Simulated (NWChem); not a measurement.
Everything below was run with NWChem. System: tetrafluoromethane (CF4), charge 0, spin multiplicity 1, at a geometry optimised with PBE0/def2-SVP. Level: MP2/cc-pVTZ, 5 core orbitals frozen.

Input file:

```
start mol
memory heap 200 mb stack 900 mb global 1100 mb
geometry units angstroms nocenter noautoz
  F      1.074234     0.000000    -0.759589
  C      0.000000     0.000000    -0.000000
  F     -1.074234     0.000000    -0.759589
  F      0.000000    -1.074227     0.759589
  F      0.000000     1.074227     0.759589
  symmetry group C2v
end
basis spherical
  * library cc-pvtz
end
scf
  rhf
  nopen 0
  maxiter 100
  thresh 1e-7
  semidirect memsize 60000000 filesize 0
end
mp2
  freeze core 5
end
task mp2 energy
```

Part of the output:

```
             Northwest Computational Chemistry Package (NWChem) 7.3.0
             --------------------------------------------------------

                                NWChem Input Module
                                -------------------

 Scaling coordinates for geometry "geometry" by  1.889725989
 (inverse scale =  0.529177249)

 Turning off AUTOSYM since
 SYMMETRY directive was detected!

                             Geometry "geometry" -> ""
                             -------------------------

 Output coordinates in angstroms (scale by  1.889725989 to convert to a.u.)

  No.       Tag          Charge          X              Y              Z
 ---- ---------------- ---------- -------------- -------------- --------------
    1 F                    9.0000     1.07423400     0.00000000    -0.75958900
    2 C                    6.0000     0.00000000     0.00000000     0.00000000
    3 F                    9.0000    -1.07423400     0.00000000    -0.75958900
    4 F                    9.0000     0.00000000    -1.07422700     0.75958900
    5 F                    9.0000     0.00000000     1.07422700     0.75958900

 Effective nuclear repulsion energy (a.u.)     206.5833605567

            Nuclear Dipole moment (a.u.)
            ----------------------------
        X                 Y               Z
 ---------------- ---------------- ----------------
     0.0000000000     0.0000000000     0.0000000000

      Symmetry information
      --------------------

 Group name             C2v
 Group number             16
 Group order               4
 No. of unique centers     3

      Symmetry unique atoms

     1    2    4


 Summary of "ao basis" -> "" (spherical)
 ------------------------------------------------------------------------------
       Tag                 Description            Shells   Functions and Types
 ---------------- ------------------------------  ------  ---------------------
 *                          cc-pvtz                   on all atoms

 Summary of "ao basis" -> "ao basis" (spherical)
 ------------------------------------------------------------------------------
       Tag                 Description            Shells   Functions and Types
 ---------------- ------------------------------  ------  ---------------------
 F                          cc-pvtz                 10       30   4s3p2d1f
 C                          cc-pvtz                 10       30   4s3p2d1f

                                 NWChem SCF Module
                                 -----------------

  ao basis        = "ao basis"
  functions       =   150
  atoms           =     5
  closed shells   =    21
  open shells     =     0
  charge          =   0.00
  wavefunction    = RHF
  use symmetry    = T
  symmetry adapt  = T

 Summary of "ao basis" -> "ao basis" (spherical)
 ------------------------------------------------------------------------------
       Tag                 Description            Shells   Functions and Types
 ---------------- ------------------------------  ------  ---------------------
 F                          cc-pvtz                 10       30   4s3p2d1f
 C                          cc-pvtz                 10       30   4s3p2d1f

      Symmetry analysis of basis
      --------------------------

        a1         53
        a2         23
        b1         37
        b2         37

 Forming initial guess at       0.1s

      Superposition of Atomic Density Guess
      -------------------------------------

 Sum of atomic energies:        -435.31816144

      Non-variational initial energy
      ------------------------------

 Total energy =    -436.713418
 1-e energy   =   -1018.949792
 2-e energy   =     375.653014
 HOMO         =      -0.588133
 LUMO         =       0.254053

      Symmetry analysis of molecular orbitals - initial
      -------------------------------------------------

  Numbering of irreducible representations:

     1 a1          2 a2          3 b1          4 b2

  Orbital symmetries:

     1 a1          2 b2          3 a1          4 b1          5 a1
     6 a1          7 b2          8 b1          9 a1         10 a1
    11 b1         12 b2         13 a1         14 a2         15 a1
    16 b1         17 b2         18 a1         19 b1         20 b2
    21 a2         22 a1         23 a1         24 b2         25 b1
    26 a1         27 a1         28 b1         29 b2         30 a1
    31 b2

 Starting SCF solution at       3.4s

 ----------------------------------------------
         Quadratically convergent ROHF

 Convergence threshold     :          1.000E-07
 Maximum no. of iterations :          100
 Final Fock-matrix accuracy:          1.000E-09
 ----------------------------------------------

              iter       energy          gnorm     gmax       time
             ----- ------------------- --------- --------- --------
                 1     -435.6555107731  1.89D+00  4.97D-01      3.6
                 2     -435.8078888028  3.41D-01  1.14D-01      4.0
                 3     -435.8148506070  1.21D-01  2.62D-02      4.3
                 4     -435.8157628778  8.26D-03  3.66D-03      5.0
                 5     -435.8157680601  1.30D-05  5.49D-06      5.9
                 6     -435.8157680602  7.30D-09  1.96D-09      6.9

       Final RHF  results
       ------------------

         Total SCF energy =   -435.815768060161
      One-electron energy =  -1018.130420516100
      Two-electron energy =    375.731291899203
 Nuclear repulsion energy =    206.583360556735

        Time for solution =      3.5s

       Symmetry analysis of molecular orbitals - final
       -----------------------------------------------

  Numbering of irreducible representations:

     1 a1          2 a2          3 b1          4 b2

  Orbital symmetries:

     1 b2          2 a1          3 b1          4 a1          5 a1
     6 a1          7 b2          8 b1          9 a1         10 a1
    11 b2         12 b1         13 a1         14 a2         15 a1
    16 b2         17 b1         18 a1         19 b2         20 b1
    21 a2         22 a1         23 a1         24 b2         25 b1
    26 a1         27 b1         28 b2         29 a1         30 b2
    31 a1

             Final eigenvalues
             -----------------

              1
    1  -26.3736
    2  -26.3736
    3  -26.3736
    4  -26.3736
    5  -11.6061
    6   -1.8067
    7   -1.6797
    8   -1.6797
    9   -1.6797
   10   -1.0104
   11   -0.8900
   12   -0.8900
   13   -0.8900
   14   -0.7636
   15   -0.7636
   16   -0.7108
   17   -0.7108
   18   -0.7108
   19   -0.6825
   20   -0.6825
   21   -0.6825
   22    0.3073
   23    0.3493
   24    0.3493
   25    0.3493
   26    0.4682
   27    0.4682
   28    0.4682
   29    0.5177
   30    0.7907
   31    0.7907

                       ROHF Final Molecular Orbital Analysis
                       -------------------------------------

 Vector   19  Occ=2.000000D+00  E=-6.824753D-01  Symmetry=b2
              MO Center=  1.3D-09,  2.7D-15,  3.7D-01, r^2= 2.0D+00
   Bfn.  Coefficient  Atom+Function         Bfn.  Coefficient  Atom+Function
  ----- ------------  ---------------      ----- ------------  ---------------
   100      0.251243  4 F  pz               130     -0.251243  5 F  pz
    97      0.200638  4 F  pz               127     -0.200638  5 F  pz
   103      0.180547  4 F  pz               133     -0.180547  5 F  pz
     9     -0.177662  1 F  py                69     -0.177662  3 F  py
    99      0.177650  4 F  py               129      0.177650  5 F  py

 Vector   20  Occ=2.000000D+00  E=-6.824751D-01  Symmetry=b1
              MO Center= -1.2D-13,  1.2D-11, -3.7D-01, r^2= 2.0D+00
   Bfn.  Coefficient  Atom+Function         Bfn.  Coefficient  Atom+Function
  ----- ------------  ---------------      ----- ------------  ---------------
    10      0.251246  1 F  pz                70     -0.251246  3 F  pz
     7      0.200640  1 F  pz                67     -0.200640  3 F  pz
    13      0.180549  1 F  pz                73     -0.180549  3 F  pz
     8      0.177651  1 F  px                68      0.177651  3 F  px
    98     -0.177658  4 F  px               128     -0.177658  5 F  px

 Vector   21  Occ=2.000000D+00  E=-6.824749D-01  Symmetry=a2
              MO Center= -1.3D-09,  5.4D-14, -1.1D-05, r^2= 2.1D+00
   Bfn.  Coefficient  Atom+Function         Bfn.  Coefficient  Atom+Function
  ----- ------------  ---------------      ----- ------------  ---------------
     9      0.251245  1 F  py                69     -0.251245  3 F  py
    98      0.251242  4 F  px               128     -0.251242  5 F  px
     6      0.200640  1 F  py                66     -0.200640  3 F  py
    95      0.200637  4 F  px               125     -0.200637  5 F  px
    12      0.180548  1 F  py                72     -0.180548  3 F  py

 Vector   22  Occ=0.000000D+00  E= 3.073150D-01  Symmetry=a1
              MO Center=  4.6D-17, -4.9D-17, -2.9D-05, r^2= 3.9D+00
   Bfn.  Coefficient  Atom+Function         Bfn.  Coefficient  Atom+Function
  ----- ------------  ---------------      ----- ------------  ---------------
    34      3.446838  2 C  s                  4     -1.012038  1 F  s
    64     -1.012038  3 F  s                 94     -1.012027  4 F  s
   124     -1.012027  5 F  s                 11      0.405428  1 F  px
    71     -0.405428  3 F  px               102     -0.405413  4 F  py
   132      0.405413  5 F  py                13     -0.286672  1 F  pz

 Vector   23  Occ=0.000000D+00  E= 3.492980D-01  Symmetry=a1
              MO Center= -1.3D-15, -4.0D-14,  3.7D-05, r^2= 4.2D+00
   Bfn.  Coefficient  Atom+Function         Bfn.  Coefficient  Atom+Function
  ----- ------------  ---------------      ----- ------------  ---------------
    43      2.085443  2 C  pz                 4      0.889234  1 F  s
    64      0.889234  3 F  s                 94     -0.889286  4 F  s
   124     -0.889286  5 F  s                 40      0.484976  2 C  pz
    11     -0.426163  1 F  px                71      0.426163  3 F  px
   102     -0.426178  4 F  py               132      0.426178  5 F  py

 Vector   24  Occ=0.000000D+00  E= 3.492991D-01  Symmetry=b2
              MO Center= -2.3D-17, -2.4D-12, -5.3D-02, r^2= 4.2D+00
   Bfn.  Coefficient  Atom+Function         Bfn.  Coefficient  Atom+Function
  ----- ------------  ---------------      ----- ------------  ---------------
    42      2.085471  2 C  py                94      1.257628  4 F  s
   124     -1.257628  5 F  s                 39      0.484976  2 C  py
   103     -0.426170  4 F  pz               133      0.426170  5 F  pz
    12     -0.333565  1 F  py                72     -0.333565  3 F  py
    50      0.293787  2 C  d -1             102      0.269133  4 F  py

 center of mass
 --------------
 x =   0.00000000 y =   0.00000000 z =   0.00000000

 moments of inertia (a.u.)
 ------------------
         313.158654705022           0.000000000000           0.000000000000
           0.000000000000         313.160695362941           0.000000000000
           0.000000000000           0.000000000000         313.162425355430

  Mulliken analysis of the total density
  --------------------------------------

    Atom       Charge   Shell Charges
 -----------   ------   -------------------------------------------------------
    1 F    9     9.18   1.95  1.08  0.26  0.59  1.54  2.51  1.24  0.00  0.02  0.00
    2 C    6     5.27   1.96  0.72  0.17  0.00  0.68  1.13  0.10  0.11  0.33  0.07
    3 F    9     9.18   1.95  1.08  0.26  0.59  1.54  2.51  1.24  0.00  0.02  0.00
    4 F    9     9.18   1.95  1.08  0.26  0.59  1.54  2.51  1.24  0.00  0.02  0.00
    5 F    9     9.18   1.95  1.08  0.26  0.59  1.54  2.51  1.24  0.00  0.02  0.00

       Multipole analysis of the density wrt the origin
       ------------------------------------------------

     L   x y z        total         open         nuclear
     -   - - -        -----         ----         -------
     0   0 0 0     -0.000000      0.000000     42.000000

     1   1 0 0     -0.000000      0.000000      0.000000
     1   0 1 0     -0.000000      0.000000      0.000000
     1   0 0 1      0.000007      0.000000      0.000000

     2   2 0 0    -18.823743      0.000000     74.176778
     2   1 1 0     -0.000000      0.000000      0.000000
     2   1 0 1      0.000000      0.000000      0.000000
     2   0 2 0    -18.823706      0.000000     74.175811
     2   0 1 1      0.000000      0.000000      0.000000
     2   0 0 2    -18.823702      0.000000     74.174992

                   NWChem MP2 Semi-direct Energy/Gradient Module
                   ---------------------------------------------

  Basis functions       =    150
  Molecular orbitals    =    150
  Frozen core           =      5
  Frozen virtuals       =      0
  Active alpha occupied =     16
  Active beta occupied  =     16
  Active alpha virtual  =    129
  Active beta virtual   =    129
  Use MO symmetry       = T
  Use skeleton AO sym   = T

  AO/Fock/Back tols     =   1.0D-09  1.0D-09  1.0D-09

 GA uses MA = F    GA memory limited = T

 Available:
  local mem=  1.26D+08
 global mem=  1.44D+08
 local disk=  0.00D+00
  mp2_memr nvloc                   129
  nvloc new                   129
   1 passes of  16:        5242880                     149058                  79512832.
   1 passes of  16: M    126126479           G      144134200           F     120883599.

 Semi-direct pass number   1 of   1  for RHF alpha+beta  at        7.0s
  vrange nnbf                 11325
  mp2_eaftype                   303  avail_ma_in_mb                  1099
 EAF : mp2_eaftype filesize         303   39756416.
  mp2_eaf for mointskh                    303
Node 0 wrote    187.0 Mb in      0.1 s     Agg I/O rate:  1827.8 Mb/s
 Done moints_semi at       22.0s
  mp2_eaftype                   303  avail_ma_in_mb                   796
 EAF : mp2_eaftype filesize         303   39756416.
  mp2_eaf for kh                   303
 Done maket at       22.8s
 Done multipass loop at       22.8s

          -------------------------------------------
          SCF energy                -435.815768060161
          Correlation energy          -1.150241565745
          Singlet pairs               -0.688475351890
          Triplet pairs               -0.461766213855
          Total MP2 energy          -436.966009625907
          -------------------------------------------

          ---------------------------------------------------
                    Spin Component Scaled (SCS) MP2
          Same spin pairs                     -0.307844142570
          Same spin scaling factor             0.333333333333
          Opposite spin pairs                 -0.842397423175
          Opposite spin scaling fact.          1.200000000000
          SCS-MP2 correlation energy          -1.113491622000
          Total SCS-MP2 energy              -436.929259682162
          ---------------------------------------------------

 -----------------------
 Performance information
 -----------------------

 Timer overhead =  2.83D-07 seconds/call

               Nr. of calls         CPU time (s)                 Wall time (s)                GFlops
             ---------------    -------------------     ------------------------------   -------------------
Name         Min   Avg   Max    Min     Avg     Max     Min     Avg     Max   Mx/calls   Min     Max     Sum
mp2: moin     1     1     1    15.     15.     15.      15.     15.     15.     15.      0.0     0.0     0.0
mp2: make     1     1     1   0.78    0.78    0.78     0.78    0.78    0.78    0.78      0.0     0.0     0.0
mp2: tota     1     1     1    16.     16.     16.      16.     16.     16.     16.      0.0     0.0     0.0

 The average no. of pstat calls per process was 3.00D+00
 with a timing overhead of 8.50D-07s

 Task  times  cpu:       22.7s     wall:       22.7s

 Total times  cpu:       22.8s     wall:       22.8s
```
